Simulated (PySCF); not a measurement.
Molecule: `F[C@H]1CCS1`, C₃H₅FS.

Geometry:
| atom | x (Å) | y (Å) | z (Å) |
| --- | --- | --- | --- |
| F1 | 1.800 | -0.160 | 1.351 |
| C2 | 1.104 | -0.224 | 0.186 |
| C3 | -0.390 | -0.473 | 0.358 |
| C4 | -0.857 | 0.610 | -0.622 |
| S5 | 0.807 | 1.387 | -0.642 |
| H6 | 1.630 | -0.932 | -0.476 |
| H7 | -0.737 | -1.498 | 0.158 |
| H8 | -0.650 | -0.207 | 1.393 |
| H9 | -1.125 | 0.222 | -1.615 |
| H10 | -1.659 | 1.272 | -0.268 |

Geometry PBE0-D3(BJ)/def2-SVP throughout; GIAO in PySCF 2.14, gas phase, one conformer, non-relativistic; equivalent atoms averaged; basis pcSseg-2.

(1) How do the shifts δ (against CFCl3, TMS, CS2 at the same level) depend on the functional? (a selection of nuclei; ppm; last column core-seconds on shared hosts with different chips, so compare them loosely; the GGAs took longer than the global hybrids here, which isn't the general rule, and the cause wasn't traced)

(2) Which nucleus among those listed moves most, in ppm?

Answers

(1) 
```
functional                    kind      F1     C2    C3    C4     S5    H6    H8    H9   H10  core-s
        HF            Hartree–Fock  -122.2   86.1  36.8  18.4   87.5  5.63  3.09  2.76  2.56      24
       LDA                     LDA  -160.5  106.3  41.9  20.5  140.1  6.57  3.29  3.09  2.74      45
       PBE                     GGA  -155.7  103.7  42.5  21.9  136.0  6.47  3.26  3.05  2.73      56
      BLYP                     GGA  -153.6  105.5  44.0  23.3  163.7  6.47  3.26  3.10  2.77      56
      BP86                     GGA  -157.2  103.5  42.7  22.2  138.5  6.44  3.26  3.02  2.71      56
      OPBE                     GGA  -153.4   99.7  40.9  22.3  107.3  6.40  3.28  2.99  2.68      56
       KT2                     GGA  -157.4  101.3  44.0  22.2  141.2  6.53  3.41  3.12  2.76      61
       KT3                     GGA  -152.4  100.3  43.6  23.4  138.9  6.46  3.37  3.09  2.76      61
     B97-D                     GGA  -151.9  102.5  42.9  23.8  146.1  6.43  3.29  3.06  2.76      59
     B3LYP           global hybrid  -146.3  101.2  42.3  21.9  145.1  6.22  3.24  2.99  2.69      44
      PBE0           global hybrid  -146.0   98.5  40.7  20.5  115.6  6.17  3.23  2.93  2.64      45
  mPW1PW91           global hybrid  -146.1   98.7  40.8  20.9  117.5  6.14  3.23  2.92  2.63      44
      WP04           global hybrid  -149.1  103.4  43.3  25.2  158.8  5.97  3.20  2.82  2.60      26
     B97-2           global hybrid  -145.2   98.2  41.0  21.6  119.3  6.16  3.24  2.93  2.65      24
 BHandHLYP           global hybrid  -136.2   95.4  40.3  20.3  123.7  5.96  3.20  2.89  2.62      22
 CAM-B3LYP  range-separated hybrid  -141.6   99.4  41.1  19.9  141.4  6.12  3.19  2.92  2.64      31
   wB97X-D  range-separated hybrid  -143.7   97.1  40.3  19.6  120.6  6.02  3.17  2.82  2.57      32
   LC-wPBE  range-separated hybrid  -138.4   96.6  38.6  17.5  107.5  5.95  3.08  2.73  2.52      39
```

(2) S5 (sulfide sulfur): from 87.5 ppm with HF to 163.7 ppm with BLYP. The smallest spread is 0.25 ppm, at H10. Proton shifts span only some 12 ppm, so a few tenths of a ppm matter as much there as several ppm in carbon.
